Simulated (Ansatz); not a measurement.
A structure drawn as `C[O][AlH2]`, with this starting geometry:

```xyz
8

C    -0.196   -0.441    1.032
O    -0.882    0.437    0.234
Al    0.116    0.675   -1.291
H     0.779   -0.083    1.355
H    -0.068   -1.452    0.643
H    -0.818   -0.574    2.030
H    -0.122   -0.346   -2.576
H     1.190    1.784   -1.427
```

The species carries charge 0 and has multiplicity 1.

Q: Does it keep its bonds when Ansatz relaxes it at PBE-D4/def2-SVP and then PBE0-D4/def2-TZVP?

A: Yes, every drawn bond is still there and no new one forms.

Q: Give the relaxed structure. (An estimate is asked.)

A: The calculation gave: 
Z-matrix (Å, degrees):
```
C
O 1 1.397
H 1 1.098 2 112.6
H 1 1.095 2 110.1 3 120.6
H 1 1.095 2 110.1 3 -120.6
Al 2 1.686 1 134.1 3 0.5
H 6 1.585 2 118.7 1 0.0
H 6 1.577 2 116.3 1 -180.0
```
All modes are real.

Atoms count as bonded under 1.1 times the sum of their covalent radii (H–H under 0.85 Å, pairs among N, O and F under 1.55 Å), and a drawn bond as lost past 1.3 times.
